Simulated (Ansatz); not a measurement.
**AlPH (doublet): correlated methods under varied settings at scale of all distances = 1.290**

What do other methods and options give for AlPH (doublet) at this geometry, and how long do they take?

The runs use Ansatz 0.2.0, Gaussian basis; the settings change from run to run.

23 further runs of the same task are left out: 1 for a mislabelled method, 19 that didn't finish, 3 set aside as unsound or not needed.

## (1) The system

The geometry derives from a PBE0/def2-TZVP stationary point (not a proven minimum). All distances are scaled together.

3 atoms, charge 0, spin multiplicity 2.

Atoms are counted from 1 here; the program's logs count them from 0.

Bond lengths: Al1–P2 2.766 Å.

## (2) MRCISD+Q(relaxed)(1,4)/6-31G

Contents of in.yaml:

```yaml
crystal:
  periodic: [false, false, false]
  atoms:
    - {symbol: Al, position_ang: [0.000000, 0.000000, 0.242004]}
    - {symbol: P, position_ang: [0.000000, 0.000000, -2.524014]}
    - {symbol: H, position_ang: [0.000000, 0.000000, 2.282010]}
basis:
  gaussian: {orbitals: 6-31G, point_charges: [{charge: 1.00, position_ang: [2.880, -0.517, 0.550]}]}
magnetization: {spin_polarized: false, initial_magnetization: 1}
correlation: {method: fic_mrcisd_q_relaxed, electrons: outside_noble_gas, active_space: {window: {electrons: 1, orbitals: 4}, states: [{multiplicity: 2, weights: [1, 1, 0.5]}], root: 2}}
```

The run is started by

```
$ ansatz run in.yaml --threads 1 --pin off --events-out ev --progress --plain --max-ram 2393MiB
```

Log, cut to the lines that bear on the results:

```text
Functional definition: HF
  name "HF"
  cite "Fock, Z. Phys. 61, 126 (1930) doi:10.1007/BF01340294"
  parent pbe
[...]
545 factors; integrals over basis functions are off by at most 9.9e-8 eV
[...]
mean field -15865.59450437 eV, -583.0498439493 hartree, gradient 2.6e-6 eV, S^2 0.750000; 13 other end points of the search recorded, 0 dependent functions left out
reference -15865.59450437 eV, -583.0498439493 hartree; 15, 14 occupied and 13, 14 virtual orbitals, 545 factors
state -15865.35065584 eV, -583.0408826813 hartree
state -15864.43455097 eV, -583.0072164482 hartree
state -15862.67458027 eV, -582.9425387178 hartree
contracted CI cycle   1: correlation 0.00000000 eV, 0.0000000000 hartree, residual 9.01e0 eV
contracted CI cycle   2: correlation -2.62355029 eV, -0.0964136948 hartree, residual 3.05e0 eV
contracted CI cycle   3: correlation -3.06810971 eV, -0.1127509522 hartree, residual 1.36e0 eV
contracted CI cycle   4: correlation -3.16555914 eV, -0.1163321528 hartree, residual 7.42e-1 eV
contracted CI cycle   5: correlation -3.19381699 eV, -0.1173706094 hartree, residual 4.18e-1 eV
contracted CI cycle   6: correlation -3.20300321 eV, -0.1177081970 hartree, residual 1.88e-1 eV
contracted CI cycle   7: correlation -3.20459005 eV, -0.1177665121 hartree, residual 9.55e-2 eV
contracted CI cycle   8: correlation -3.20497643 eV, -0.1177807114 hartree, residual 4.69e-2 eV
contracted CI cycle   9: correlation -3.20509511 eV, -0.1177850729 hartree, residual 2.38e-2 eV
[...]
contracted CI cycle 187: correlation -3.54534510 eV, -0.1302890293 hartree, residual 4.89e-4 eV
contracted CI cycle 188: correlation -3.54534512 eV, -0.1302890300 hartree, residual 3.94e-4 eV
contracted CI cycle 189: correlation -3.54534513 eV, -0.1302890304 hartree, residual 2.96e-4 eV
contracted CI cycle 190: correlation -3.54534514 eV, -0.1302890307 hartree, residual 2.03e-4 eV
contracted CI cycle 191: correlation -3.54534514 eV, -0.1302890308 hartree, residual 1.77e-4 eV
contracted CI cycle 192: correlation -3.54534514 eV, -0.1302890309 hartree, residual 1.39e-4 eV
contracted CI cycle 193: correlation -3.54534515 eV, -0.1302890310 hartree, residual 1.84e-4 eV
contracted CI cycle 194: correlation -3.54534516 eV, -0.1302890315 hartree, residual 9.08e-4 eV
contracted CI cycle 195: correlation -3.54534514 eV, -0.1302890306 hartree, residual 3.10e-4 eV
contracted CI cycle 196: correlation -3.54534514 eV, -0.1302890308 hartree, residual 1.56e-4 eV
contracted CI cycle 197: correlation -3.54534514 eV, -0.1302890309 hartree, residual 1.05e-4 eV
contracted CI cycle 198: correlation -3.54534514 eV, -0.1302890309 hartree, residual 7.68e-5 eV
contracted CI cycle 199: correlation -3.54534514 eV, -0.1302890309 hartree, residual 5.74e-5 eV
contracted CI cycle 200: correlation -3.54534514 eV, -0.1302890309 hartree, residual 3.65e-5 eV
contracted CI cycle 201: correlation -3.54534514 eV, -0.1302890309 hartree, residual 1.92e-5 eV
state -15862.67458027 eV, -582.9425387178 hartree; corrected -15867.25967670 eV, -583.1110379038 hartree
WARN: 1 active orbitals are nearly empty or full. The corrections depend on them more than the energy does, and are more stable in an active space without them
Total energy: -15867.25967670 eV, -583.1110379038 hartree
```

It took 3 s on 1 thread of Arm Neoverse V1, shared host.

From the report: 4 determinants; active occupations (of the averaged states) 0.40, 0.40, 0.20, 0.00. The report marks this result as in doubt.

## (3) CCSDT on ROHF/cc-pVDZ

Contents of in.yaml:

```yaml
crystal:
  periodic: [false, false, false]
  atoms:
    - {symbol: Al, position_ang: [0.000000, 0.000000, 0.242004]}
    - {symbol: P, position_ang: [0.000000, 0.000000, -2.524014]}
    - {symbol: H, position_ang: [0.000000, 0.000000, 2.282010]}
basis:
  gaussian: {orbitals: cc-pVDZ}
magnetization: {spin_polarized: false, initial_magnetization: 1}
correlation: {method: ccsdt, electrons: valence}
output: {forces: true}
```

The command is unchanged.

Log, cut to the lines that bear on the results:

```text
Functional definition: HF
  name "HF"
  cite "Fock, Z. Phys. 61, 126 (1930) doi:10.1007/BF01340294"
  parent pbe
[...]
741 factors; integrals over basis functions are off by at most 1.9e-7 eV
[...]
mean field -15866.87798568 eV, -583.0970110175 hartree, gradient 2.9e-6 eV, S^2 0.750000; 15 other end points of the search recorded, 0 dependent functions left out
[...]
determinant -15866.87798568 eV, -583.0970110175 hartree, with singles and doubles -15872.06449523 eV, -583.2876117281 hartree
determinant -15865.30492344 eV, -583.0392020466 hartree, with singles and doubles -15870.46709766 eV, -583.2289084500 hartree
determinant -15864.25597326 eV, -583.0006538383 hartree, with singles and doubles -15869.44034254 eV, -583.1911758952 hartree
determinant -15863.91124138 eV, -582.9879851756 hartree, with singles and doubles -15869.62389759 eV, -583.1979214191 hartree
[...]
unrestricted determinant -15867.41528055 eV, -583.1167562399 hartree, S^2 2.1480
10 core orbitals not correlated: weight in the atoms' cores, before any rotation towards them, 1.000 or more for the frozen orbitals, at most 0.000 for the correlated occupied ones
reference -15866.87798568 eV, -583.0970110175 hartree; 5, 4 occupied and 26, 27 virtual orbitals, 741 factors
second order -3.99565463 eV of doubles, -0.06447205 eV of singles
cycle   1  -4.68408768 eV  change   -6.2e-1 eV  update   1.3e-1
[...]
cycle  31  -5.59848346 eV  change    2.3e-7 eV  update   4.2e-7
[...]
Total energy: -15872.47646913 eV, -583.3027514897 hartree
Atom 0 at     0.000000     0.000000     0.242004 Å, force    -0.000000     0.000000    -0.397510 eV/Å
Atom 1 at     0.000000     0.000000    -2.524014 Å, force     0.000000     0.000000     2.601707 eV/Å
Atom 2 at     0.000000     0.000000     2.282010 Å, force    -0.000000     0.000000    -2.204197 eV/Å
Dipole moment:     0.000000     0.000000     0.273629 e Å
```

It took 59 s on 1 thread of Arm Neoverse V1, shared host; peak memory 0.46 GiB.

From the report: correlation -5.5985 eV; T1 0.091; largest double amplitude 0.19.

## (4) CCSDT on UHF/6-31++G**

in.yaml, as its differences from that of step 3:

```diff
@@ -7,5 +7,4 @@
 basis:
-  gaussian: {orbitals: cc-pVDZ}
-magnetization: {spin_polarized: false, initial_magnetization: 1}
+  gaussian: {orbitals: "6-31++G**"}
+magnetization: {spin_polarized: true, initial_magnetization: 1}
 correlation: {method: ccsdt, electrons: valence}
-output: {forces: true}
```

The command is unchanged.

Log, cut to the lines that bear on the results:

```text
Functional definition: HF
  name "HF"
  cite "Fock, Z. Phys. 61, 126 (1930) doi:10.1007/BF01340294"
  parent pbe
[...]
784 factors; integrals over basis functions are off by at most 1.2e-7 eV
[...]
mean field -15866.43637500 eV, -583.0807821245 hartree, gradient 1.6e-6 eV, S^2 1.725721; 22 other end points of the search recorded, 0 dependent functions left out
determinant -15866.43637500 eV, -583.0807821245 hartree, with singles and doubles -15870.61949957 eV, -583.2345091169 hartree
determinant -15866.43635089 eV, -583.0807812382 hartree, with singles and doubles -15870.67500007 eV, -583.2365487227 hartree
determinant -15866.34881274 eV, -583.0775642706 hartree, with singles and doubles -15870.36021993 eV, -583.2249807660 hartree
determinant -15866.33866401 eV, -583.0771913116 hartree, with singles and doubles -15870.65573354 eV, -583.2358406907 hartree
[...]
determinant -15866.43635089 eV, -583.0807812382 hartree, with singles and doubles -15870.73369638 eV, -583.2387057721 hartree
determinant -15866.34881274 eV, -583.0775642706 hartree, with singles and doubles -15870.37568875 eV, -583.2255492346 hartree
determinant -15866.33866401 eV, -583.0771913116 hartree, with singles and doubles -15870.73820835 eV, -583.2388715840 hartree
determinant -15866.08474120 eV, -583.0678598205 hartree, with singles and doubles -15870.24094513 eV, -583.2205974979 hartree
10 core orbitals not correlated: weight in the atoms' cores, before any rotation towards them, 1.000 or more for the frozen orbitals, at most 0.000 for the correlated occupied ones
reference -15866.43635089 eV, -583.0807812382 hartree; 5, 4 occupied and 37, 38 virtual orbitals, 784 factors
second order -2.91926715 eV of doubles, -0.00000000 eV of singles
cycle   1  -3.51402220 eV  change   -5.9e-1 eV  update   1.1e-1
[...]
cycle  36  -4.71330544 eV  change   -4.8e-7 eV  update   1.9e-7
Total energy: -15871.14965633 eV, -583.2539920184 hartree
```

Run time: 53 s. Hardware: 1 thread of Arm Neoverse V1, shared host.

From the report: ⟨S²⟩ of the determinant 2.144 (pure doublet: 0.75); correlation -4.7133 eV; T1 0.157; largest double amplitude 0.17. The determinant is far from a pure spin state, so its energy mixes those of several spin states (harmless only where they are near-degenerate, as at dissociation).

## (5) BCCD on UHF/6-31++G**

in.yaml, as its differences from that of step 4:

```diff
@@ -9,2 +9,3 @@
 magnetization: {spin_polarized: true, initial_magnetization: 1}
-correlation: {method: ccsdt, electrons: valence}
+correlation: {method: bccd, electrons: valence}
+output: {forces: true}
```

The command is unchanged.

Log, cut to the lines that bear on the results:

```text
Functional definition: HF
  name "HF"
  cite "Fock, Z. Phys. 61, 126 (1930) doi:10.1007/BF01340294"
  parent pbe
[...]
430 factors; integrals over basis functions are off by at most 1.2e-3 eV
[...]
mean field -15866.43636045 eV, -583.0807815897 hartree, gradient 1.6e-6 eV, S^2 1.725726; 21 other end points of the search recorded, 0 dependent functions left out
determinant -15866.43636045 eV, -583.0807815897 hartree, with singles and doubles -15870.62602542 eV, -583.2347489375 hartree
determinant -15866.43633100 eV, -583.0807805075 hartree, with singles and doubles -15870.67883871 eV, -583.2366897903 hartree
determinant -15866.34880281 eV, -583.0775639057 hartree, with singles and doubles -15870.36409696 eV, -583.2251232440 hartree
determinant -15866.33864926 eV, -583.0771907697 hartree, with singles and doubles -15870.65824132 eV, -583.2359328499 hartree
[...]
10 core orbitals not correlated: weight in the atoms' cores, before any rotation towards them, 1.000 or more for the frozen orbitals, at most 0.000 for the correlated occupied ones
reference -15866.43633100 eV, -583.0807805075 hartree; 5, 4 occupied and 37, 38 virtual orbitals, 430 factors
second order -2.91923982 eV of doubles, -0.00000000 eV of singles
cycle   1  -4.36894739 eV  change   -7.2e-2 eV  update   1.2e-1
[...]
cycle   6  -4.29676775 eV  change   -1.1e-7 eV  update   2.1e-7
WARN: the results are in doubt because among natural orbitals full CI differs from the method by -0.153 eV
[...]
Total energy: -15870.73309876 eV, -583.2386838100 hartree
Atom 0 at     0.000000     0.000000     0.242004 Å, force    -0.000002    -0.000000    -0.349361 eV/Å
Atom 1 at     0.000000     0.000000    -2.524014 Å, force     0.000001     0.000000     2.678135 eV/Å
Atom 2 at     0.000000     0.000000     2.282010 Å, force     0.000001     0.000000    -2.328774 eV/Å
Dipole moment:     0.000001     0.000000     0.446603 e Å
In doubt: among natural orbitals full CI differs from the method by -0.153 eV
```

It took 28 s on 1 thread of Arm Neoverse V1, shared host.

From the report: ⟨S²⟩ of the determinant 2.144 (pure doublet: 0.75); correlation -4.2968 eV; largest double amplitude 0.14. The determinant is far from a pure spin state, so its energy mixes those of several spin states (harmless only where they are near-degenerate, as at dissociation). The program marks this result as in doubt; its last lines say why.

## (6) All runs side by side

 † marks a result that the program doubts.

```
                                                                               level         correlated  functions  energy (eV)  time
MRCISD+Q(relaxed)(1,4)/6-31G (excited root 2 of an average, beside a point charge) †  outside noble gas         28  -15867.2597   3 s
                                                               CCSDT on ROHF/cc-pVDZ            valence         41  -15872.4765  59 s
                                                              CCSDT on UHF/6-31++G**            valence         52  -15871.1497  53 s
                                                             BCCD on UHF/6-31++G** †            valence         52  -15870.7331  28 s
```

## (7) Outcome

```
quantity                                                                                      value
    runs                                                                                          4
quickest  MRCISD+Q(relaxed)(1,4)/6-31G (excited root 2 of an average, beside a point charge) †, 3 s
 slowest                                                                CCSDT on ROHF/cc-pVDZ, 59 s
```

What this shows: Total energies in different bases, with other cores or another treatment of relativity can't be set against each other. CCSDT on ROHF/cc-pVDZ took 20 times as long as MRCISD+Q(relaxed)(1,4)/6-31G (excited root 2 of an average, beside a point charge) †; the jobs differ in more than the method.
